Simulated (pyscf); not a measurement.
A first-order saddle from PySCF, ωB97X-D3(BJ)/def2-SVP:

```
C
C 1 1.3052
H 1 1.0878 2 137.93
H 2 1.0967 1 122.45 3 170.63
C 1 1.8051 3 105.84 2 -155.88
N 5 1.3259 1 74.22 3 -85.81
H 6 1.0245 5 110.02 1 -93.66
H 5 1.0982 6 118.28 7 170.68
H 5 1.1000 8 114.44 6 160.99
```

Surface: singlet, charge 0. Lowest wavenumbers (cm⁻¹): 747i, 219, 301, 405, 692.

**Question.** Which two sides does it connect, and which bonds change?

**Answer.** H₂C=NH (SMILES C=N) + HC≡CH (SMILES C#C) ⇌ C₃H₅N (SMILES [CH]C1CN1) [singlet], a cycloaddition read from left to right: none broken and C–C, C–N formed. At CCSD(T)/def2-TZVPP + ΔMP2(QZVPP) it lies +50.0 kcal/mol from the left side and +10.1 kcal/mol from the right (each side as separated species at their lowest minima found). On the reactant side the descent ends in a complex (not fully relaxed), 4.1 kcal/mol under the separated species and 53.7 kcal/mol under the saddle at ωB97X-D3(BJ)/def2-TZVP. On the product side the descent ends in a point that may be a rotor saddle (no frequency run), 2.6 kcal/mol over the lowest minimum found and 14.6 kcal/mol under the saddle at ωB97X-D3(BJ)/def2-TZVP. cyclic C₃H₅N (SMILES [CH]C1CN1) [singlet] lies 104.1 kcal/mol over its isomer H₃C–CH₂–C≡N (electronic energy, ωB97M-D3(BJ)/def2-TZVP). This is the saddle that the search found; another between the same sides may lie lower. The CCSD(T) − MP2 part came from Ansatz, without density fitting, on the same reference.
